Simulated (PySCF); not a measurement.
C2Cl4.
Atom-mapped SMILES: `[Cl:1][C:2]([Cl:3])=[C:4]([Cl:5])[Cl:6]`

The same species was optimised twice, with GFN2-xTB and with PBE0-D3(BJ)/def2-SVP (PySCF), and the same property calculations (PySCF, gas phase) were run on both structures.

```
    coordinate  GFN2-xTB  PBE0-D3(BJ)/def2-SVP  change
     C2=C4 (Å)     1.338                 1.350  +0.012
    C2–Cl3 (Å)     1.712                 1.712   0.000
    C4–Cl6 (Å)     1.712                 1.712   0.000
    C4–Cl5 (Å)     1.712                 1.712   0.000
    Cl1–C2 (Å)     1.712                 1.712   0.000
Cl1–C2–Cl3 (°)     116.0                 115.9    -0.1
 Cl1–C2–C4 (°)     121.9                 122.0    +0.1
 Cl3–C2–C4 (°)     122.0                 122.1    +0.1
 C2–C4–Cl6 (°)     122.0                 122.0     0.0
 C2–C4–Cl5 (°)     122.0                 122.0     0.0
Cl5–C4–Cl6 (°)     116.0                 116.0     0.0
```

Rotational constants: A = 1714, B = 1410, C = 773.7 MHz (GFN2-xTB) against A = 1716, B = 1399, C = 770.6 MHz (PBE0-D3(BJ)/def2-SVP). Point groups within 0.08 Å: D2h and D2h. Atoms that the bonding makes alike are paired by their places after alignment.

On the GFN2-xTB structure: HOMO (eV) -7.46 [PBE0/pcSseg-1]; LUMO (eV) -1.09 [PBE0/pcSseg-1]; GIAO shielding of Cl1/Cl3/Cl5/Cl6 (mean) (ppm) 614.2 [PBE0/pcSseg-1]; GIAO shielding of C2/C4 (mean) (ppm) 47.7 [PBE0/pcSseg-1].

Task: What do these properties become on the PBE0-D3(BJ)/def2-SVP structure?

Result: 
| property | level | on GFN2-xTB | on PBE0-D3(BJ)/def2-SVP | change |
| --- | --- | --- | --- | --- |
| HOMO (eV) | PBE0/pcSseg-1 | -7.46 | -7.43 | +0.03 |
| LUMO (eV) | PBE0/pcSseg-1 | -1.09 | -1.15 | -0.06 |
| energy, GFN2-xTB geometry as zero (kcal/mol) | PBE0/pcSseg-1 | 0.0 | 0.0 | 0.0 |
| GIAO shielding of Cl1/Cl3/Cl5/Cl6 (mean) (ppm) | PBE0/pcSseg-1 | 614.2 | 613.0 | -1.2 |
| GIAO shielding of C2/C4 (mean) (ppm) | PBE0/pcSseg-1 | 47.7 | 46.1 | -1.6 |

The heavy atoms differ by 0.006 Å rms after alignment. Among bonds between heavy atoms C2=C4 changes most (+0.012 Å). Changes are differences of the printed values. Neither structure is proved a minimum here.
